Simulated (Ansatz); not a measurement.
Basis-set extrapolation for `FC1(Cl)CCC1` (PBE0-D4/def2-TZVP geometry, frozen core, the Gaussian-basis code of Ansatz). Multiplicity 1, RHF reference.

```
                      def2-TZVPP   def2-QZVPP
                 HF  -713.988372  -714.012138
    MP2 correlation    -1.108646    -1.194818
CCSD(T) correlation    -1.201891      not run
```

Energies in hartree. Use E(X) = E(∞) + A·exp(−7.88·√X) for Hartree–Fock and E(X) = E(∞) + B·X^(−2.97) for correlation, with X = 3 and 4, and add CCSD(T) minus MP2 of the smaller set to the MP2 limit.

Question: What is the CCSD(T) energy at the basis-set limit?

Answer: HF limit: -714.012138 + (-0.023766) × 0.13774 = -714.01541. MP2 limit: -1.194818 + (-0.086172) × 0.74074 = -1.25865. Higher-order term: -1.201891 − (-1.108646) = -0.09325. Total: -715.36731 hartree, 464.8 kJ/mol below CCSD(T)/def2-TZVPP.
